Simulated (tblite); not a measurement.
# C2H2OS2: the cost of one run

Computed with tblite 0.8.0 and PySCF 2.14.0; each step states its level. No surroundings beyond the atoms listed, unless a continuum is named. Atoms count from 0, parts from 1.

## 1. The system as given

7 atoms, charge 0, multiplicity 1; geometry: rigid parts in contact. Parts: 1 = atoms 0–2, `S=C=S`, charge 0; 2 = atoms 3–6, `C=O`, charge 0.

## 2. Bringing the parts together with GFN2-xTB

The job: settings as JSON, then the geometry in Å.

```
{"job": {"kind": "dock", "xc": "GFN2-xTB", "basis": "xTB"}, "charge": 0, "multiplicity": 1, "parts": [{"atoms": "0-2", "charge": 0, "multiplicity": 1}, {"atoms": "3-6", "charge": 0, "multiplicity": 1}]}
S     -1.550143     0.001011     0.004836
C     -0.000008     0.000004     0.000000
S      1.550151    -0.001015    -0.004836
C     -2.795692     3.165186     0.037631
O     -1.844478     2.837376    -0.601653
H     -2.960147     4.202580     0.374082
H     -3.584531     2.456883     0.342154
```

With the program's defaults for keys left out, this is: GFN2-xTB search for minima from random contacts, gas phase.

Started as:

```
$ OMP_NUM_THREADS=1 python cluster_run.py task.json out
```

The driver reads the jobs from task.json and runs them one after another.

**Question.** How long does this first job take on 1 thread of Arm Neoverse V2, shared host?

About 9 s.
